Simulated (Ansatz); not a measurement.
Two structures, one formula

Two relaxed structures of Si2H3O (charge +1), closed shell (PBE0-D4/def2-TZVP; forces vanish, vibrations not checked).

A:

```xyz
6
angstrom
O -1.6344 -0.5400 0.6387
Si -0.2012 -0.6539 -0.0418
Si 0.9765 1.4175 -0.2990
H 0.1915 -2.0383 -0.4237
H -2.2327 -1.2657 0.8525
H 1.5236 0.8915 1.0389
```

B:

O1  (-0.904, -0.382, 0.400)
Si2  (0.208, -1.204, -0.473)
Si3  (0.148, 0.940, 0.193)
H4  (-0.104, -2.637, -0.719)
H5  (-0.282, 1.958, -0.776)
H6  (0.935, 1.324, 1.374)
(Å)

Program: Ansatz 0.2.0. Basis: def2-TZVPP. Cores are frozen in the correlated methods. B3LYP uses VWN-RPA correlation.

Which structure is lower at CCSD(T), and by how much? (Judge from chemistry; the value comes from the calculation.)

Computed: B, by 56.8 kJ/mol (electronic energy, against the other). By their contacts, A is Si₂H₃O ([OH][SiH][SiH]), total charge +1 and B is Si₂H₃O ([O]1[SiH][SiH2]1), total charge +1.

All methods give the same order:

| method | E(B) − E(A) (kJ/mol) |
| --- | --- |
| PBE-D4 | -53.1 |
| r2SCAN-D4 | -71.7 |
| PBE0-D4 | -54.3 |
| B3LYP-D4 | -47.4 |
| wB97M-V | -53.1 |
| HF | -44.1 |
| MP2 | -73.2 |
| CCSD | -51.3 |
| CCSD(T) | -56.8 |

T1 diagnostic: at most 0.018. The restricted Hartree–Fock reference is unstable towards an unrestricted one at one or more of these structures.

Labels in which every atom is bracketed show which atoms are joined, not bond orders.

For scale, one of the runs: CCSD(T)/def2-TZVPP, 157 basis functions, launched by `ansatz run in.yaml --threads 2 --pin off --events-out ev --progress --plain --max-ram 4352MiB`. Time: 10 s of wall clock on 2 CPU threads of an Arm Neoverse V2; the host was shared. Peak host memory: 0.99 GiB.
